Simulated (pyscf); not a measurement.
`[O]=[Sn]` [singlet] + `[NH3]` -> `[NH2][Sn][OH]` [singlet] (addition across a multiple bond or ene-type step; singlet surface; H–N broken, N–Sn, H–O formed). Optimised with ωB97X-D3(BJ)/def2-SVP in PySCF. Correlated levels are frozen-core, on RHF or UHF. ΔMP2 is the change of the MP2 total energy from the triple- to the quadruple-zeta basis. Energies in kcal/mol from the separated reactants.

| level | barrier | reaction energy |
|---|---|---|
| ωB97X-D3(BJ)/def2-TZVP | -6.6 | -40.6 |
| r²SCAN/def2-TZVP | -6.9 | -35.5 |
| B3LYP-D3(BJ)/def2-TZVP | -4.5 | -35.0 |
| PBE0-D3(BJ)/def2-TZVP | -7.7 | -38.0 |
| CCSD/def2-TZVPP | ? | -36.1 |
| CCSD(T)/def2-TZVPP | -0.6 | -31.6 |
| CCSD(T)/def2-TZVPP + ΔMP2(QZVPP) | ? | ? |

Task: What belongs in the gaps?

Result: 
- CCSD/def2-TZVPP, barrier: -1.1
- CCSD(T)/def2-TZVPP + ΔMP2(QZVPP), barrier: -1.4
- CCSD(T)/def2-TZVPP + ΔMP2(QZVPP), reaction energy: -32.6

On the reactant side the descent ends in an adduct with a N–Sn contact, 15.3 kcal/mol under the separated species and 8.7 kcal/mol under the saddle at ωB97X-D3(BJ)/def2-TZVP. At ωB97X-D3(BJ), r²SCAN, B3LYP-D3(BJ), PBE0-D3(BJ), CCSD, CCSD(T), CCSD(T) the saddle lies under the separated reactants, which points to a path from their complex (located at ωB97X-D3(BJ) alone). What is counted as formed (N–Sn) is already present as a longer contact in the reactant adduct; forming that adduct is a step of its own. One saddle was located; it need not be the lowest between these sides. The CCSD(T) − MP2 part came from Ansatz, without density fitting, on the same reference. The largest closed-shell T1 diagnostic is 0.033, which may signal static correlation. The frozen core leaves the outer d or s,p core shells of the metals and heavy elements correlated in the MP2 and CC values, and def2-TZVPP describes them poorly, which can shift differences by a few kcal/mol. Elements past Kr carry the def2 core potentials, without spin-orbit coupling.
